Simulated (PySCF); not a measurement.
PySCF input file for methanidylidynesulfanium (CS), SMILES [C-]#[S+], C-PCM-PBE0/def2-TZVPD. Geometry: B3LYP-D3(BJ)/def2-TZVPD.

```python
import numpy as np
from pyscf import gto, scf, dft
from pyscf.solvent import pcm

mol = gto.M(
    atom='''
    C     0.00000000    0.00000000   -1.11415929
    S     0.00000000    0.00000000    0.41780974
    ''',
    basis='def2-TZVPD',
    charge=0,
    spin=0,
    max_memory=1600,
    verbose=3,
)
mf = dft.RKS(mol, xc='pbe0').density_fit(auxbasis='def2-universal-jkfit')
mf.grids.level = 3
mf.conv_tol = 1e-9
mf.max_cycle = 100
mf.kernel()
res = {}
for name, eps in {'water': 78.355, 'toluene': 2.3741, 'chloroform': 4.7113}.items():
    s = mf.PCM()
    s.with_solvent.method, s.with_solvent.eps, s.with_solvent.lebedev_order = 'C-PCM', eps, 29
    s.kernel(mf.make_rdm1())
    res[name] = (s.e_tot, eps, s.dip_moment(), s.mo_energy, s.converged)
    print(f'{name}: electrostatic solvation free energy {(s.e_tot - mf.e_tot) * 627.509474:.3f} kcal/mol')
```

Output:

```
converged SCF energy = -436.047566345496

WARN: PCM is an experimental feature. It is still in testing.
Features and APIs may be changed in the future.

converged SCF energy = -436.050821516709
Dipole moment(X, Y, Z, Debye): -0.00000, -0.00000,  2.65681
water: electrostatic solvation free energy -2.043 kcal/mol

WARN: PCM is an experimental feature. It is still in testing.
Features and APIs may be changed in the future.

converged SCF energy = -436.049248790079
Dipole moment(X, Y, Z, Debye):  0.00000,  0.00000,  2.30693
toluene: electrostatic solvation free energy -1.056 kcal/mol

WARN: PCM is an experimental feature. It is still in testing.
Features and APIs may be changed in the future.

converged SCF energy = -436.050002638161
Dipole moment(X, Y, Z, Debye): -0.00000,  0.00000,  2.47322
chloroform: electrostatic solvation free energy -1.529 kcal/mol
```

The run converged.
